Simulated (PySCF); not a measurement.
# How well do the runs reproduce experiment for 1,4-dioxane?

**Measured values to compare with.**

From NIST CCCBDB Release 22 (SRD 101), experimental polarizabilities, for the gas: mean polarisability 8.43 Å³.

How close the calculation comes is told at the end.

1,4-dioxane, C4H8O2.
Atom-mapped SMILES: `[CH2:1]1[CH2:2][O:3][CH2:4][CH2:5][O:6]1` (hydrogens: H7, H8 on C1; H9, H10 on C2; H11, H12 on C4; H13, H14 on C5)

Structure used (PBE0-D3(BJ)/def2-TZVP), in Å, numbered top down from 1:
```
atom  x, y, z in Å
C1     0.5515    1.2675    0.0344
C2     1.1319    0.0909    0.7863
O3     0.1216   -0.8356    1.1217
C4    -0.5523   -1.2685   -0.0401
C5    -1.1328   -0.0923   -0.7925
O6    -0.1238    0.8355   -1.1266
H7    -0.1425    1.8155    0.6897
H8     1.3407    1.9496   -0.2891
H9     1.8985   -0.3989    0.1670
H10    1.5918    0.4160    1.7220
H11   -1.3412   -1.9513    0.2825
H12    0.1432   -1.8157   -0.6944
H13   -1.5913   -0.4179   -1.7287
H14   -1.9012    0.3961   -0.1741
```

The PySCF runs (gas phase, on this PBE0-D3(BJ)/def2-TZVP geometry; no spin–orbit coupling):

```json
{"level": "CAM-B3LYP/aug-cc-pVTZ", "job": "10 singlets by full TDDFT, 4 Tamm–Dancoff triplets, polarisability", "basis functions": "460"}
{"level": "PBE0/aug-cc-pVTZ", "job": "10 singlets by full TDDFT, 4 Tamm–Dancoff triplets, polarisability, dynamic polarisability, density and orbital grids written", "basis functions": "460"}
{"level": "wB97X-D/aug-cc-pVTZ", "job": "10 singlets by full TDDFT, 4 Tamm–Dancoff triplets, polarisability, ΔSCF ions", "basis functions": "460"}
```

Results beside the measurements:

**Mean polarisability.** Measured: 8.43 Å³ (NIST CCCBDB Release 22 (SRD 101), experimental polarizabilities).

```tsv
level	computed (Å³)	computed − measured (Å³)	% (from the printed values)
CAM-B3LYP/aug-cc-pVTZ	8.32	-0.11	-1
PBE0/aug-cc-pVTZ	8.41	-0.02	0
wB97X-D/aug-cc-pVTZ	8.32	-0.11	-1
```

All 3 levels lie below the measurement. The computed values are static and purely electronic, with core orbitals frozen in the response (1 au = 0.148185 Å³). The table of measured values doesn't say here whether a value is static or optical, or holds a vibrational part.

No measured geometry was used, and the causes of the misses weren't examined.
